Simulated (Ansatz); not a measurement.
# One shape, several levels: triplet BN2H5

We compute a comparison of 6 runs (UHF/3-21G, U-r2SCAN/6-311+G**, U-r2SCAN0/6-311+G**, U-wB97X/6-311+G**, UPBE/6-311+G**, USVWN5/6-311+G**) of triplet BN2H5. 

The results are computed with Ansatz 0.2.0.

41 further runs of the same task are left out: 41 set aside as unsound or not needed.

### 1 The structure to begin with

BN2H5: 8 atoms, total charge 0, spin state triplet. As SMILES of the parent species, `NBN`. The coordinates come from a PBE0-D4/def2-TZVP relaxation. That shape belongs to the parent species and isn't relaxed for this state.

Bond lengths: N1–B2 1.409 Å, B2–N3 1.409 Å, N1–H4 1.005 Å, N1–H5 1.002 Å, B2–H6 1.200 Å, N3–H7 1.003 Å, N3–H8 1.005 Å. Angles: N1–B2–N3 122.9°, N1–B2–H6 118.5°, N3–B2–H6 118.5°, B2–N1–H4 124.5°, B2–N1–H5 121.9°, B2–N3–H7 121.9°, B2–N3–H8 124.5°, H4–N1–H5 113.6°, H7–N3–H8 113.6°.

### 2 The energy at UHF/3-21G (run 1)

Contents of in.yaml:

```yaml
crystal:
  periodic: [false, false, false]
  atoms:
    - {symbol: "N", position_ang: [-0.971000, 0.516500, -0.581100]}
    - {symbol: B, position_ang: [0.194200, 0.386600, 0.200500]}
    - {symbol: "N", position_ang: [0.848200, -0.845200, 0.401400]}
    - {symbol: H, position_ang: [-1.426800, -0.244500, -1.053400]}
    - {symbol: H, position_ang: [-1.423900, 1.400900, -0.713700]}
    - {symbol: H, position_ang: [0.649700, 1.368600, 0.718000]}
    - {symbol: H, position_ang: [1.676700, -0.919800, 0.960900]}
    - {symbol: H, position_ang: [0.545000, -1.720300, 0.011600]}
basis:
  gaussian:
    orbitals: 3-21G.json
magnetization:
  spin_polarized: true
  initial_magnetization: 2
hamiltonian:
  xc: hf
accuracy: high
output:
  orbitals: {seedname: orbitals}
```

The basis set 3-21G is read from a file made from the Basis Set Exchange's data (not shown).

Run with:

```sh
ansatz run in.yaml --threads 1 --pin off --max-ram 3480MiB --events-out events.jsonl --progress --plain --runs-dir runs
```

Output:

```text
Warning: RAYON_NUM_THREADS=1 ignored (pool sized by the plan → 1); use --threads N
Functional definition: HF
  name "HF"
  exchange = exact_x
  correlation = 0
901 factors; integrals over basis functions are off by at most 4.8e-9 eV
mean field evaluation 1: about -3686.6226 eV, gradient 1.8e1 eV
mean field evaluation 2: about -3686.9744 eV, gradient 1.8e1 eV
mean field evaluation 4: about -3688.8564 eV, gradient 1.8e0 eV
mean field evaluation 8: about -3688.8879 eV, gradient 2.9e-1 eV
mean field evaluation 16: about -3688.8896 eV, gradient 2.0e-3 eV
mean field evaluation 32: about -3688.9333 eV, gradient 2.2e-8 eV
mean field evaluation 64: about -3688.9332 eV, gradient 4.5e-4 eV
mean field evaluation 96: about -3688.9332 eV, gradient 4.2e-5 eV
mean field evaluation 128: about -3687.9512 eV, gradient 6.3e0 eV
mean field evaluation 160: about -3685.7438 eV, gradient 1.8e1 eV
mean field evaluation 192: about -3688.8896 eV, gradient 4.7e-5 eV
mean field -3688.93328977 eV, -135.5657979502 hartree, gradient 2.2e-8 eV, S^2 2.018892; 3 other end points of the search recorded, 0 dependent functions left out
reference -3688.93328977 eV, -135.5657979502 hartree; 13, 11 occupied and 24, 26 virtual orbitals, 901 factors
Total energy: -3688.93328977 eV, -135.5657979502 hartree
```

It took 0.68 s on 1 thread of Intel Xeon 6975P-C (Granite Rapids), shared host.

### 3 A single-point energy at U-r2SCAN/6-311+G(d,p) (run 2)

Contents of job.yaml:

```yaml
crystal:
  periodic: [false, false, false]
  atoms:
    - {symbol: "N", position_ang: [-0.971000, 0.516500, -0.581100]}
    - {symbol: B, position_ang: [0.194200, 0.386600, 0.200500]}
    - {symbol: "N", position_ang: [0.848200, -0.845200, 0.401400]}
    - {symbol: H, position_ang: [-1.426800, -0.244500, -1.053400]}
    - {symbol: H, position_ang: [-1.423900, 1.400900, -0.713700]}
    - {symbol: H, position_ang: [0.649700, 1.368600, 0.718000]}
    - {symbol: H, position_ang: [1.676700, -0.919800, 0.960900]}
    - {symbol: H, position_ang: [0.545000, -1.720300, 0.011600]}
basis:
  gaussian: {orbitals: 6-311+G_st__st_.json}
hamiltonian: {xc: r2scan}
output: {orbitals: {seedname: orbitals}}
magnetization: {spin_polarized: true, initial_magnetization: 2}
accuracy: high
```

The basis set 6-311+G** is read from a file made from the Basis Set Exchange's data (not shown).

Run with:

```sh
ansatz run job.yaml --threads 1 --pin off --max-ram 3480MiB --events-out events.jsonl --progress --plain --runs-dir runs
```

Output:

```text
Warning: RAYON_NUM_THREADS=1 ignored (pool sized by the plan → 1); use --threads N
Functional definition: r2SCAN
  name "r2SCAN"
  parameter k0 = 0.174
  parameter k1 = 0.065
  parameter a1 = 4.9479
  exchange = r2scan_x(k0 = k0, k1 = k1, a1 = a1)
  correlation = r2scan_c
1919 factors; integrals over basis functions are off by at most 3.4e-9 eV
mean field evaluation 1: about -3721.8075 eV, gradient 5.0e1 eV
mean field evaluation 2: about -3705.2749 eV, gradient 7.6e1 eV
mean field evaluation 4: about -3732.4499 eV, gradient 1.2e1 eV
mean field evaluation 8: about -3733.4165 eV, gradient 5.8e-1 eV
mean field evaluation 16: about -3733.4153 eV, gradient 7.2e-4 eV
mean field evaluation 32: about -3733.4153 eV, gradient 6.3e-8 eV
mean field -3733.41528465 eV, -137.2004811111 hartree, gradient 6.3e-8 eV, S^2 2.027443; 6 other end points of the search recorded, 0 dependent functions left out
reference -3733.41529831 eV, -137.2004816132 hartree; 13, 11 occupied and 83, 85 virtual orbitals, 1919 factors
Total energy: -3733.41529831 eV, -137.2004816132 hartree
```

It took 15 s on 1 thread of Intel Xeon 6975P-C (Granite Rapids), shared host; peak memory 0.44 GiB.

Runs 3 to 5 aren't shown in full; the table further down has their settings and results.

### 4 The energy at USVWN5/6-311+G(d,p) (run 6)

Contents of input.yaml:

```yaml
crystal:
  periodic: [false, false, false]
  atoms:
    - symbol: N
      position_ang: [-0.971000, 0.516500, -0.581100]
    - symbol: B
      position_ang: [0.194200, 0.386600, 0.200500]
    - symbol: N
      position_ang: [0.848200, -0.845200, 0.401400]
    - symbol: H
      position_ang: [-1.426800, -0.244500, -1.053400]
    - symbol: H
      position_ang: [-1.423900, 1.400900, -0.713700]
    - symbol: H
      position_ang: [0.649700, 1.368600, 0.718000]
    - symbol: H
      position_ang: [1.676700, -0.919800, 0.960900]
    - symbol: H
      position_ang: [0.545000, -1.720300, 0.011600]
basis:
  gaussian:
    orbitals: 6-311+G_st__st_.json
magnetization:
  spin_polarized: true
  initial_magnetization: 2
output: {orbitals: {seedname: orbitals}}
hamiltonian:
  xc: {name: SVWN5}
accuracy: high
```

The basis set 6-311+G** is read from a file made from the Basis Set Exchange's data (not shown).

Run with:

```sh
ansatz run input.yaml --threads 1 --pin off --max-ram 3480MiB --events-out events.jsonl --progress --plain --runs-dir runs
```

Output:

```text
Warning: RAYON_NUM_THREADS=1 ignored (pool sized by the plan → 1); use --threads N
Functional definition: SVWN5
  name "SVWN5"
  exchange = slater_x
  correlation = vwn5_c
1919 factors; integrals over basis functions are off by at most 3.4e-9 eV
mean field evaluation 1: about -3688.0483 eV, gradient 5.7e1 eV
mean field evaluation 2: about -3650.8038 eV, gradient 1.0e2 eV
mean field evaluation 4: about -3700.6867 eV, gradient 1.6e1 eV
mean field evaluation 8: about -3702.8908 eV, gradient 3.4e-1 eV
mean field evaluation 16: about -3702.8815 eV, gradient 2.3e-4 eV
mean field evaluation 32: about -3701.0711 eV, gradient 3.5e0 eV
mean field evaluation 64: about -3702.7505 eV, gradient 3.8e0 eV
mean field -3702.88145820 eV, -136.0783836855 hartree, gradient 5.3e-8 eV, S^2 2.005187; 7 other end points of the search recorded, 0 dependent functions left out
reference -3702.88146173 eV, -136.0783838155 hartree; 13, 11 occupied and 83, 85 virtual orbitals, 1919 factors
Total energy: -3702.88146173 eV, -136.0783838155 hartree
```

Run time: 4.2 s. Hardware: 1 thread of Intel Xeon 6975P-C (Granite Rapids), shared host; peak memory 0.29 GiB.

### 5 The series

```
run                level  energy (Eh)  HOMO energy (eV)   ⟨S²⟩  wall time
  1            UHF/3-21G  -135.565798             -1.92  2.019     0.68 s
  2   U-r2SCAN/6-311+G**  -137.200482             -1.85  2.027       15 s
  3  U-r2SCAN0/6-311+G**  -137.180220             -2.24  2.049    1.8 min
  4    U-wB97X/6-311+G**  -137.220762             -3.25  2.035    2.7 min
  5       UPBE/6-311+G**  -137.108176             -1.83  2.010      7.5 s
  6     USVWN5/6-311+G**  -136.078384             -1.95  2.005      4.2 s
```

### 6 Outcome

| quantity | value |
| --- | --- |
| run 6: total energy | -136.07838 Eh |
| run 6: HOMO energy (highest over α and β) | -1.95 eV |
| run 6: ⟨S²⟩ | 2.005 |

Totals of different functionals can't be ranked against each other. All runs together took 4.9 min, the longest 2.7 min.
